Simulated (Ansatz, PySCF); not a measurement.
Species: C2H3O, net charge 1, singlet state. SMILES: C=C=[OH+]
Geometry from a B3LYP-D3(BJ)/def2-TZVP (Ansatz, a program for electronic structure) optimisation:
```
C
O 1 1.2226
C 1 1.2711 2 174.10
H 2 0.9881 1 116.97 3 -180.00
H 3 1.0898 1 120.12 2 90.72
H 3 1.0898 5 119.74 1 -178.57
```
Charge +1, spin multiplicity 1.

Unscaled harmonic wavenumbers (cm⁻¹) in rising order, each level at the stationary point that it reaches from this structure (no distance between atoms moves by over 0.3 Å); the order of modes can differ between levels, and a negative number is imaginary. B3LYP-D3(BJ)/def2-TZVP (PySCF, at the structure above): 384, 390, 814, 842, 900, 1127, 1184, 1348, 2121, 3093, 3174, 3486.

HF/3-21G (Ansatz): 490, 494, 872, 1103, 1113, 1188, 1217, 1527, 2252, 3269, 3355, 3590. Zero-point energy 29.3 against 27.0 kcal/mol; where all levels lie over 400 cm⁻¹, the wavenumbers are on average 1.104 times those of B3LYP-D3(BJ)/def2-TZVP.

B3LYP/6-31G* (Ansatz): 364, 385, 823, 847, 918, 1129, 1195, 1365, 2125, 3126, 3208, 3450. Zero-point energy 27.1 against 27.0 kcal/mol; where all levels lie over 400 cm⁻¹, the wavenumbers are on average 1.007 times those of B3LYP-D3(BJ)/def2-TZVP.
